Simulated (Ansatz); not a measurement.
# CH2N: the cost of one run

All numbers are computed with Ansatz 0.2.0 through its Python package. The levels of theory stand in the script.

## Step 1: The structure

Bond lengths: C1–N2 1.280 Å, C1–H3 1.084 Å, C1–H4 1.084 Å. Angles: N2–C1–H3 120.0°, N2–C1–H4 120.0°, H3–C1–H4 120.0°.

The script holds or builds the structure itself.

## Step 2: The script

Input file basis_ch2n.py:

```python
"""Basis-set convergence for CH2N."""

import ansatz as az

GEOMETRY = """
C    -0.04850    0.00720   -0.00060
N     1.21810   -0.17990    0.01530
H    -0.72200   -0.84270   -0.00940
H    -0.44760    1.01540   -0.00530
"""

mol = az.Crystal.molecule()
for line in GEOMETRY.strip().splitlines():
    symbol, *xyz = line.split()
    mol = mol.atom(symbol, [float(v) for v in xyz])

base = (
    mol.calculation()
    .functional("pbe0")
    .spin("collinear", total=1)
)

energies = {}
for basis in ["cc-pVDZ", "cc-pVTZ"]:
    summary = base.basis(gaussian=basis).run().report
    size = summary["n_frozen"] + summary["n_occupied"][0] + summary["n_virtual"][0]
    energies[basis] = (summary["reference_energy_ev"] / 27.211386246, summary["free_energy_ev"] / 27.211386246)
    print(f"{basis:14s} {size:4d} orbitals  reference {energies[basis][0]:14.6f} Ha  total {energies[basis][1]:14.6f} Ha")

last = energies["cc-pVTZ"][1]
for basis, (_, total) in energies.items():
    print(f"{basis:14s} lies {27.211386 * (total - last):9.4f} eV above cc-pVTZ")
```

## Step 3: Running it

Run with:

```console
python basis_ch2n.py
```

**Question.** How long does this script take on 1 thread of Arm Neoverse V1, shared host, and how much memory does it need?

About 2.5 s, with a peak of 0.18 GiB.
